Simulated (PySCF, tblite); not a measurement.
**C₃H₆O, a complex of two parts: NMR shifts, interaction energy, infrared bands, spin-spin couplings and core binding energies**

The task here is to estimate one member of a computed series from the others.

Computed with tblite 0.8.0 and PySCF 2.14.0; each step states its level. No surroundings beyond the atoms listed, unless a continuum is named. Atoms count from 0, parts from 1.

## The system as given

10 atoms, charge 0, multiplicity 1; geometry: rigid parts in contact. Parts: 1 = atoms 0–3, `C=O`, charge 0; 2 = atoms 4–9, `C=C`, charge 0.

Set-up of the first run:

The job: settings as JSON, then the geometry in Å.

```
{"job": {"kind": "dock", "xc": "GFN2-xTB", "basis": "xTB"}, "charge": 0, "multiplicity": 1, "parts": [{"atoms": "0-3", "charge": 0, "multiplicity": 1}, {"atoms": "4-9", "charge": 0, "multiplicity": 1}]}
C      0.000802    -0.000134     0.000009
O      1.181966    -0.161050    -0.008278
H     -0.716464    -0.838030     0.014323
H     -0.466304     0.999213    -0.006054
C      3.409475    -1.857938     3.373594
C      2.246570    -1.601135     2.812770
H      4.339196    -1.725363     2.844779
H      3.489688    -2.212709     4.388156
H      1.315331    -1.734000     3.338971
H      2.169181    -1.245673     1.798248
```

With the program's defaults for keys left out, this is: GFN2-xTB search for minima from random contacts, gas phase.

The run is started by

```console
$ OMP_NUM_THREADS=1 python cluster_run.py task.json out
```

The driver reads the jobs from task.json and runs them one after another.

Among the steps run: Bringing the parts together with GFN2-xTB; Geometry optimisation at PBE0-D3(BJ)/def2-TZVPD; Shielding tensors: PBE0/pcSseg-2; Coupled-cluster interaction energy: CCSD(T) and MP2.

One of the session's tables, all rows but one given; the rest of the session is left out.

It belongs to the step «Coupled-cluster interaction energy: CCSD(T) and MP2». 

| method | interaction energy (kcal/mol) |
| --- | --- |
| HF/aug-cc-pVDZ | -0.09 |
| MP2/aug-cc-pVDZ | -0.74 |
| CCSD/aug-cc-pVDZ | -0.61 |
| CCSD(T)/aug-cc-pVDZ | -0.72 |
| HF/aug-cc-pVQZ | -0.08 |
| MP2/aug-cc-pVQZ | -0.86 |
| SCS-MP2/aug-cc-pVQZ | -0.64 |
| MP2, extrapolated | ? |
| CCSD(T), limit estimate | -0.87 |

**Question.** Estimate the row for MP2, extrapolated.

As computed: interaction energy (kcal/mol): -0.88. In the column «interaction energy (kcal/mol)» it is the lowest.
